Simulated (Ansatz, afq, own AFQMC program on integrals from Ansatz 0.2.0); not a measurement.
GeH₂, triplet in cc-pVDZ, levels against CCSDT(Q)

| atom | x (Å) | y (Å) | z (Å) |
| --- | --- | --- | --- |
| Ge | 0.0000 | -0.0208 | 0.0000 |
| H | 0.0000 | 0.7490 | -1.3344 |
| H | 0.0000 | 0.7490 | 1.3344 |

Basis cc-pVDZ. Noble-gas cores (and the filled d shells of Ga–Kr and In–Xe) are frozen. Ansatz 0.2.0 and our own AFQMC program on the same integrals; the CISD trial comes from CCSD amplitudes, and released means the phaseless constraint is let go. Free AFQMC starts from the CCSD state and is never constrained. Its projection time is finite, and what remains of the start isn't in its error. ± is one standard error of the sampling. No spin–orbit coupling.

Determinant: UHF, the one that the program's search chose, which needn't be the lowest solution. The geometry is a point of a scan.

No full CI on the walks' own integrals is used here; CCSDT(Q) serves as the reference and is uncertain by about the last step of the cluster series.

Cautions: no relativity below Rb; no spin-orbit coupling; inner d shell frozen; lower spins were not checked.

The T1 diagnostic is 0.0135, the weight of the determinant in the CISD state is 0.940 and the ⟨S²⟩ of the determinant is 2.005. The size of the correlated space is 6 electrons in 23 orbitals.

Reference: CCSDT(Q), correlation energy -2.518 eV. The released energy is read at 1.50 1/Eh (meV from the phaseless value at times in 1/Eh: -4 ± 3 at 0.24, -4.1 ± 2.3 at 0.50, -5.0 ± 2.3 at 1.00, -3.9 ± 2.0 at 1.50).

| level | E − E(reference) (mEh) | share of correlation (%) |
| --- | --- | --- |
| HF | 92.52 | 0.00 |
| MP2 | 23.15 | 74.98 |
| CCSD | 2.31 | 97.50 |
| CCSD(T) | 0.58 | 99.38 |
| CCSDT | 0.03 | 99.97 |
| ph-AFQMC/HF | 0.05 ± 0.67 | 99.94 |
| ph-AFQMC/CISD | 0.15 ± 0.08 | 99.83 |
| released AFQMC | 0.01 ± 0.07 | 99.99 |
| free AFQMC | -0.03 ± 0.11 | 100.04 |

Free projections are given only where their last times agree within the noise and don't stop above the reference; a slow remainder of the start can still hide under it. A walk keeps the symmetry of its determinant, which the program's search chose and which needn't be the lowest solution, so a lower state of the same spin and another symmetry isn't excluded. Released energies are given only where the last usable release times agree within the noise; a slower fall can still hide under it.
